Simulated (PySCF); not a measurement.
# Nuclear quadrupole coupling in (E)-diazene

(E)-diazene, N₂H₂.
Geometry (PBE0-D3(BJ)/def2-SVP, Å), atoms numbered from 1 in this order:
```
atom  x, y, z in Å
H1    -0.245   -0.518    1.224
N2     0.096    0.214    0.570
N3    -0.096   -0.214   -0.570
H4     0.245    0.518   -1.224
```

Field gradients from the PBE0/pcSseg-1 density (PySCF, non-relativistic), principal values in atomic units, ordered |Vxx| ≤ |Vyy| ≤ |Vzz|:

```
atom     Vxx     Vyy      Vzz
  N2  0.2176  1.0376  -1.2553
  N3  0.2176  1.0376  -1.2553
```

Question: Find the asymmetry η = (Vxx − Vyy)/Vzz and the couplings χ = eQV/h (234.96 MHz × Q in barn × V in au), with Q(14N) = 0.02044 b.

Answer: 
```json
{"atom": "N2", "environment": "azo nitrogen", "nucleus": "14N", "η": "0.65", "χzz (MHz)": "-6.03", "χxx (MHz)": "1.05", "χyy (MHz)": "4.98"}
{"atom": "N3", "environment": "azo nitrogen", "nucleus": "14N", "η": "0.65", "χzz (MHz)": "-6.03", "χxx (MHz)": "1.05", "χyy (MHz)": "4.98"}
```

Question: What is Vzz at N3 in SI units (1 au = 9.71736 × 10²¹ V/m²)?

Answer: -1.2553 au = -12.198 × 10²¹ V/m².

Question: What couplings would deuterons (Q(2H) = 0.00286 b) have in place of the hydrogens, at this geometry?

Answer: 
| atom | bonded to | bond length (Å) | Vzz (au) | η | χzz (kHz) |
| --- | --- | --- | --- | --- | --- |
| H1 | N2 | 1.039 | 0.3253 | 0.02 | 219 |
| H4 | N3 | 1.039 | 0.3253 | 0.02 | 219 |

Geometry: PBE0-D3(BJ)/def2-SVP; no solvent, vibrations or thermal averaging. A larger basis could move these couplings by a tenth or more.

The run behind these numbers computed NMR shieldings as well. Hardware: an Arm Neoverse V1 with one thread, on a shared host. Cost: 1.2 s.
